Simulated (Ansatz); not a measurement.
# SiPF (triplet): the correlation ladder, cc-pVDZ

Aim: climb from Hartree-Fock through coupled cluster for SiPF (triplet) at one geometry and basis, and see what each rung misses.

Method: cc-pVDZ, core rule «outside noble gas», up to 11 orbitals frozen; program: Ansatz 0.2.0, Gaussian basis.

To be run: UHF; CCSD(T) on ROHF; CCSD(T) on UHF; BCCD(T) on ROHF; CISD; CCSDT(Q) on ROHF; CCSDT(Q) on UHF.

31 further runs of the same task are left out: 11 for a known fault of the program, 8 that didn't finish, 12 set aside as unsound or not needed.

**1. The geometry**

The geometry is a PBE0/def2-TZVP stationary point (not a proven minimum).

3 atoms, charge 0, spin multiplicity 3.

Atoms are counted from 1 here; the program's logs count them from 0.

Bond lengths: F1–P2 1.612 Å, P2–Si3 2.219 Å. Angles: F1–P2–Si3 106.4°.

**2. UHF**

The input, in.yaml:

```yaml
crystal:
  periodic: [false, false, false]
  atoms:
    - {symbol: F, position_ang: [0.000000, -0.674306, 1.490349]}
    - {symbol: P, position_ang: [0.000000, 0.600388, 0.503498]}
    - {symbol: Si, position_ang: [0.000000, -0.205998, -1.563422]}
basis:
  gaussian: {orbitals: cc-pVDZ}
magnetization: {spin_polarized: true, initial_magnetization: 2}
hamiltonian: {xc: hf}
output: {orbitals: {seedname: orbitals}}
```

Started as:

```sh
$ ansatz run in.yaml --threads 1 --pin off --events-out ev --progress --plain --max-ram 2393MiB
```

Further steps of the session: CCSD(T) on ROHF; CCSD(T) on UHF; BCCD(T) on ROHF; CISD; CCSDT(Q) on ROHF; CCSDT(Q) on UHF.

**Question.** What will the summary of the whole plan be? Wanted: UCCSDT(Q) below the RHF energy; RMP2 from UCCSDT(Q); UMP2 from UCCSDT(Q); RCCSD from UCCSDT(Q); RCCSD(T) from UCCSDT(Q); UCCSD(T) from UCCSDT(Q); RCCSDT(Q) from UCCSDT(Q); T1 diagnostic.

**Answer**, as computed:

```
                         quantity                      value
   UCCSDT(Q) below the RHF energy                -10.6402 eV
              RMP2 from UCCSDT(Q)            +28.55 kcal/mol
              UMP2 from UCCSDT(Q)            +29.82 kcal/mol
             RCCSD from UCCSDT(Q)             +8.40 kcal/mol
          RCCSD(T) from UCCSDT(Q)             +1.66 kcal/mol
          UCCSD(T) from UCCSDT(Q)             +1.69 kcal/mol
         RCCSDT(Q) from UCCSDT(Q)             +0.09 kcal/mol
levels within 1 kcal/mol (43 meV)  RCCSDT, UCCSDT, RCCSDT(Q)
                    T1 diagnostic                      0.027
```

What this shows: RCCSD(T) misses by +1.66 kcal/mol, 0.7 % of the correlation energy. These misses are within one basis, not against nature; the frozen cores of restricted and unrestricted runs differ, which can shift their rows.
